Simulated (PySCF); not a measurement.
# SMILES c1ccsc1, C$_{4}$H$_{4}$S

Molfile (atoms numbered from 1):
```
C4H4S
     RDKit          3D

  9  9  0  0  0  0  0  0  0  0999 V2000
   -0.7619   -0.6660   -0.0255 C   0  0  0  0  0  0  0  0  0  0  0  0
    0.6606   -0.7358   -0.0256 C   0  0  0  0  0  0  0  0  0  0  0  0
    1.2443    0.5040   -0.0088 C   0  0  0  0  0  0  0  0  0  0  0  0
    0.0689    1.7549    0.0066 S   0  0  0  0  0  0  0  0  0  0  0  0
   -1.2227    0.6243   -0.0089 C   0  0  0  0  0  0  0  0  0  0  0  0
   -1.4190   -1.5366   -0.0375 H   0  0  0  0  0  0  0  0  0  0  0  0
    1.2294   -1.6665   -0.0377 H   0  0  0  0  0  0  0  0  0  0  0  0
    2.3057    0.7484   -0.0050 H   0  0  0  0  0  0  0  0  0  0  0  0
   -2.2550    0.9716   -0.0049 H   0  0  0  0  0  0  0  0  0  0  0  0
  1  2  1  0
  2  3  2  0
  3  4  1  0
  4  5  1  0
  5  1  2  0
  1  6  1  0
  2  7  1  0
  3  8  1  0
  5  9  1  0
M  END
```

Level of theory: GIAO B3LYP/aug-cc-pVDZ magnetisability, rotational g tensor and spin-rotation constants, non-relativistic, gas phase (PySCF). Geometry: PBE0-D3(BJ)/def2-SVP.

Task: Give the nuclear spin-rotation constants along the inertial axes (H = +C I·J) beside the isotropic shieldings.

Result: Rotational constants 8.0444, 5.4096, 3.2345 GHz. A star marks the isotopologue with that one atom substituted, in its own axes.
| atom | isotope | Caa (kHz) | Cbb (kHz) | Ccc (kHz) | mean (kHz) | σ (ppm) |
| --- | --- | --- | --- | --- | --- | --- |
| H6 | 1H | 0.295 | -0.149 | -0.327 | -0.060 | 24.3 |
| H7 | 1H | 0.298 | -0.150 | -0.327 | -0.060 | 24.3 |
| H8 | 1H | -0.689 | 0.526 | -0.340 | -0.167 | 24.1 |
| H9 | 1H | -0.687 | 0.525 | -0.340 | -0.167 | 24.1 |
| C1 | 13C* | 2.940 | 2.053 | 0.414 | 1.802 | 69.1 |
| C3 | 13C* | 2.511 | 2.418 | 0.447 | 1.792 | 64.1 |
| S4 | 33S* | 3.188 | 1.845 | 0.888 | 1.974 | 324.0 |

For the geometry as given, no vibrational averaging.
